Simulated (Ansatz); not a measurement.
Mulliken charges of `[CH]F` from B3LYP/def2-TZVPP in Ansatz (PBE0-D4/def2-TZVP geometry).

| atom | x (Å) | y (Å) | z (Å) | charge (e) |
| --- | --- | --- | --- | --- |
| C1 | -0.131 | -0.478 | -0.120 | -0.027 |
| F2 | 0.887 | 0.053 | 0.492 | -0.083 |
| H3 | -0.757 | 0.424 | -0.372 | 0.110 |

Q: By hand: the dipole of these point charges (1 e Å = 4.8032 D).

A: Σ q r = (-0.153, 0.055, -0.079) e Å, of length 0.181 e Å = 0.87 D.

Q: How does the dipole of the full density compare? (Estimate.)

A: Computed: (-0.075, 0.299, -0.011) e Å, 1.48 D; the point charges give 0.59 times that, at 59° from its direction.

Point charges leave out the atoms' own dipoles, such as those of lone pairs, and Mulliken's split depends on the basis, so the two needn't agree.

B3LYP here is the variant with VWN-RPA as its local correlation; programs differ in this.
